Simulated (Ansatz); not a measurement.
**Diamond**

These are r²SCAN in Ansatz (PAW) values and carry that method's errors.

Run with plane-wave cutoff 500 eV, 14×14×14 k mesh, gaussian smearing 0.02 eV, scalar-relativistic PAW data made under PBE.

Cell: relaxed at this level.

```
Item                                                  Value
------------------------------  ---------------------------
volume per atom                                5.64 Å³/atom
equilibrium lattice constant a                      3.560 Å
band gap                        4.36 eV (on the SCF k mesh)
```

Measured, for comparison: band gap 5.48 eV (low temperature, zero-point motion not removed; as tabulated in arXiv:1206.3780); equilibrium volume per atom 5.61 Å³/atom (static lattice: zero-point anharmonic expansion removed; as tabulated in Mejia-Rodriguez and Trickey (2018), arXiv:1807.09216); lattice constant a 3.553 Å (static lattice: zero-point anharmonic expansion removed, our sources range from 3.543 to 3.555; as tabulated in Mejia-Rodriguez and Trickey (2018), arXiv:1807.09216). Computed (rounded) less measured: band gap -1.12 eV, equilibrium volume per atom +0.5 %, lattice constant a +0.2 % (+0.1 % to +0.5 % over the range).

Ansatz is a quantum-chemistry and plane-wave program.
